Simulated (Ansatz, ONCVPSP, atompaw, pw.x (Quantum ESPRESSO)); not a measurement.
Which Ru potential is closest to all-electron in the bcc crystal?

All use PBEsol, scalar-relativistic, no spin, cutoffs from each file’s atomic test, pw.x 7.5; 15³ k-points, Fermi–Dirac smearing 0.01 Ry. Δ is the rms difference from all-electron LAPW of the E(V) curves that follow from fits to the pressures, over ±6 % in volume. Mesh and smearing are coarse and serve the comparison alone. The files are a selection: those with a ghost or negative overlap were mostly not run, and those with noisy or unconverged pressures or nearly equal Δ are left out.

All-electron: a0 = 3.021 Å (V0 = 13.79 Å³/atom), B0 = 307.4 GPa.

(1) Rank them by Δ, smallest first.
A. PAW, atompaw 4.2.0.5, PBEsol; core [Ar] 3d10, reference 4s2 4p6 4d7 5s1 5p0; waves: 4s (bound): rc 1.70 bohr; 5s (bound): rc 1.80 bohr; 4p (bound): rc 1.75 bohr; 5p (bound, empty): rc 2.35 bohr; 4d (bound): rc 2.15 bohr; 4d channel at 0.1 Ry: rc 2.15 bohr; local part: bessel scheme, radius 1.85 bohr; core correction: smooth core density matched at 2.30 bohr; augmentation: sinc compensation charge, radius 2.20 bohr; PAW radius 2.35 bohr; waves and projectors: custom polynom2 7 10 vanderbiltortho.
B. optimised norm-conserving Vanderbilt (ONCV), ONCVPSP 4.0.1.1 (patched build), PBEsol; core [Ar] 3d10, reference 4s2 4p6 4d7 5s1; waves: 4s+5s: rc 1.40 bohr, ncon 4, nbas 7, qcut 6.9 1/bohr, 2 projectors; 4p: rc 1.75 bohr, ncon 4, nbas 7, qcut 7.8 1/bohr, 2 projectors, debl 2 Ha; 4d: rc 2.15 bohr, ncon 4, nbas 8, qcut 8.3 1/bohr, 2 projectors, debl 0.7 Ha; local part: polynomial inside 1.10 bohr (lpopt 2, dvloc0 0 Ha); core correction: Teter function, fcfact 4.5, rcfact 1.3.
C. optimised norm-conserving Vanderbilt (ONCV), ONCVPSP 4.0.1.1 (patched build), PBEsol; core [Ar] 3d10, reference 4s2 4p6 4d7 5s1; waves: 4s+5s: rc 1.60 bohr, ncon 5, nbas 9, qcut 8.8 1/bohr, 2 projectors; 4p: rc 1.85 bohr, ncon 4, nbas 9, qcut 6.6 1/bohr, 2 projectors, debl 1.5 Ha; 4d: rc 1.60 bohr, ncon 5, nbas 9, qcut 10.1 1/bohr, local; local part: the d channel; core correction: none. In the p channel the program set the typed energies aside and used -1.704, 0.250 Ha.

Answers

(1) B (1.9 meV/atom), C (2.7 meV/atom), A (10.6 meV/atom).
